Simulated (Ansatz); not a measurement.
Reaction (SMILES): OO (H2O2) → 2 H atom + 2 O atom
B3LYP-D3(BJ)/def2-TZVP geometries, fixed; electronic energies without zero-point terms.
Largest species:
```
O
H 1 0.9680
O 1 1.4504 2 100.54
H 3 0.9680 1 100.54 2 115.91
```
Charge 0, spin multiplicity 1.

The atomisation energy at MP2 with Ansatz (a first-principles code), in kcal/mol, split into its Hartree-Fock and correlation parts. Cores are frozen. Open shells are unrestricted. No added dispersion term, no relativity. Functions are those of the species that has most.

```csv
basis,X,functions,Hartree-Fock,MP2
aug-cc-pVDZ,2,64,131.55,254.24
aug-cc-pVTZ,3,138,133.98,269.62
aug-cc-pVQZ,4,252,134.23,274.62
```

Worked estimate of the basis-set limit from each neighbouring pair, with Hartree-Fock from the larger set and the correlation part extrapolated as X^-3.
Correlation parts: X = 2: 122.69, X = 3: 135.64, X = 4: 140.39.
- (2,3): (27·(135.64) - 8·(122.69))/19 = 141.09; with Hartree-Fock 133.98 the estimate is 275.07 kcal/mol.
- (3,4): (64·(140.39) - 27·(135.64))/37 = 143.86; with Hartree-Fock 134.23 the estimate is 278.09 kcal/mol.
The last two estimates differ by 3.01 kcal/mol; the largest set lies 3.47 from the last. Over the last step Hartree-Fock moves by 0.25 and the correlation part by 4.75.
